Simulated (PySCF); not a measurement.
Compound: C4HN (triplet state).
Geometry (GFN2-xTB, Å), atoms numbered from 1 in this order:
```
atom  x, y, z in Å
C1    -1.740   -0.162    0.939
C2    -0.625   -0.057    0.416
C3     0.545    0.051   -0.130
C4     1.726    0.160   -0.679
N5     2.787    0.258   -1.173
H6    -2.688   -0.249    1.379
```

The species is `N#C[C]C#C` [triplet].

Computed, not measured: UKS B3LYP, pcH-1 on C H N, non-relativistic, mean-field spin-orbit, GIAO (PySCF). Isolated species at its GFN2-xTB geometry, gas phase. This triplet need not be the ground state; the singlet was not compared here. A GFN2-xTB geometry isn't a minimum of the functional, and hyperfine couplings can be far from their values at a DFT geometry. The SCF solution wasn't tested for stability. ⟨S²⟩ is 2.075 where a pure state has 2.00.

Question: What is the g tensor, term by term?

Answer: 
```tsv
Δg (ppm)	1	2	3
relativistic mass correction	-168	-168	-168
gauge correction	37	13	13
orbital Zeeman/spin–orbit	0	722	722
total	-131	567	567
```

So g = 2.00219, 2.00289, 2.00289 and g_iso = 2.00265; the tensor is axial. Axes: g1 lies along the molecular axis.

Question: At 33.953 GHz, how far is the centre of the isotropic spectrum from where a free electron (g = 2.002319) resonates, zero-field splitting left aside?

Answer: B = hν/(g μB) with μB/h = 13.99624 MHz/mT gives 1211.53 mT for the free electron and 1211.33 mT at g_iso, 0.20 mT lower.

Question: What are the electron Larmor frequencies g μB B/h along the three axes at 3350 mT?

Answer: 93.8774, 93.9102, 93.9102 GHz for g1, g2 and g3, a range of 32.7 MHz.

Question: Average each term over the three axes. Which is largest in size?

Answer: The orbital-Zeeman/spin–orbit term 482, the mass correction -168 and the gauge correction 21 ppm, for a total of 334 ppm. The orbital-Zeeman/spin–orbit term is the largest in size. The mass correction is the same along every axis, so the anisotropy comes from the other two: their spans along these axes are 24 (gauge) and 722 ppm (orbital Zeeman/spin–orbit).

Largest spin populations (Mulliken): C3 (+1.13), C1 (+1.00), N5 (+0.70) and C2 (-0.43). Three atoms exceed +0.15. The positive populations add up to 2.83 and the negative ones to -0.83, together 2S = 2.

The HOMO–LUMO gaps are 6.66 eV among the α and 5.28 eV among the β orbitals.
